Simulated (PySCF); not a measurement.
## Bond curve of NaS

Set-up: Na def2-TZVP, S def2-TZVP; no relativity (PySCF 2.14). Energies in eV from Na + S in their ground configurations at the same level. State: ²Π (doublet), unpaired electrons π ↑.

All columns are PBE0. A positive dipole means Na(−)S(+).

```tsv
R (Å)	E (eV)	μ (D)	Mulliken charge on Na (basis-dependent)	HOMO (eV)	LUMO (eV)	Mayer bond order	⟨S²⟩
2.140	-2.028	-7.23	0.67	-5.45	-2.71	0.64	0.76
2.239	-2.306	-7.54	0.65	-5.33	-2.59	0.67	0.76
2.339	-2.459	-7.85	0.63	-5.22	-2.49	0.70	0.76
2.413	-2.512	-8.08	0.61	-5.15	-2.41	0.72	0.76
2.488	-2.527	-8.31	0.60	-5.07	-2.34	0.73	0.76
2.563	-2.511	-8.55	0.59	-5.00	-2.27	0.74	0.76
2.662	-2.456	-8.86	0.58	-4.92	-2.18	0.75	0.76
2.787	-2.349	-9.25	0.57	-4.81	-2.08	0.75	0.76
2.936	-2.187	-9.72	0.57	-4.70	-2.06	0.74	0.76
3.135	-1.944	-10.33	0.57	-4.58	-2.23	0.72	0.76
```

A fit through these points gives, at Re = 2.484 Å, μ = -8.30 D and dμ/dR = -3.13 D/Å; the reduced mass is 13.37 u.

How strong is the fundamental in the double-harmonic approximation, I = 42.26·(dμ/dR)²/μred km/mol?

I = 42.26·(-3.13)²/13.37 = 31.0 km/mol at PBE0.

The state was picked by a PBE0 search and need not be the measured ground state.
